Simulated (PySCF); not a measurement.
Homolysis of single bonds, series SiH2Cl-X. Isolated molecules, 0 K electronic values unless said otherwise. One relaxed conformer stands for each flexible species; it need not be the lowest. Strings in code marks are SMILES.

Computed with B3LYP-D3(BJ)/def2-TZVP in PySCF 2.14.0. B3LYP has the VWN-RPA correlation part, as in Gaussian. 

```csv
species,highest occupied spin orbital (eV),dipole moment (D)
radical fragment (`[SiH3]`),-6.11,0.08
radical fragment (`[CH3]`),-6.45,0.00
radical fragment (`Cl[SiH2]`),-6.29,1.19
radical fragment (`[F]`),-12.17,0.00
whole molecule (`Cl[SiH2]Br`),–,1.18
radical fragment (`[Br]`),-8.51,0.00
radical fragment (`[SiH2]I`),-6.20,0.94
radical fragment (`N[SiH2]`),-5.05,–
```
